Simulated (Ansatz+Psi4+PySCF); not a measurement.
Results of a calculation; reference values are marked as such.
A run of PySCF 2.14.0 on singlet BF3 at this shape:

```xyz
4

B     0.0000    0.0000    0.0000
F     0.0000    1.3218    0.0000
F     1.1447   -0.6609    0.0000
F    -1.1447   -0.6609    0.0000
```

Its results:

```json
{
 "Converged": "yes",
 "Reference energy": "-323.32437 hartree",
 "Correlation energy": "-0.84197 hartree",
 "Total energy": "-324.16634 hartree",
 "Spin squared of the determinant": "0.000"
}
```

Q: Which input gives this output? Name the method, the orbitals and the basis set, and write the input.

A: RHF-MP2 in cc-pVTZ. An unrestricted run that stays on the closed shell gives the same numbers.

```python
from pyscf import gto, scf, mp

mol = gto.M(atom="""
B 0.000000 0.000000 0.000000
F 0.000000 1.321760 0.000000
F 1.144680 -0.660880 0.000000
F -1.144680 -0.660880 0.000000
""", basis='cc-pvtz', charge=0, spin=0)
mf = scf.RHF(mol)
mf.kernel()
pt = mp.MP2(mf, frozen=4).run()
print(mf.e_tot, pt.e_corr, pt.e_tot)
```
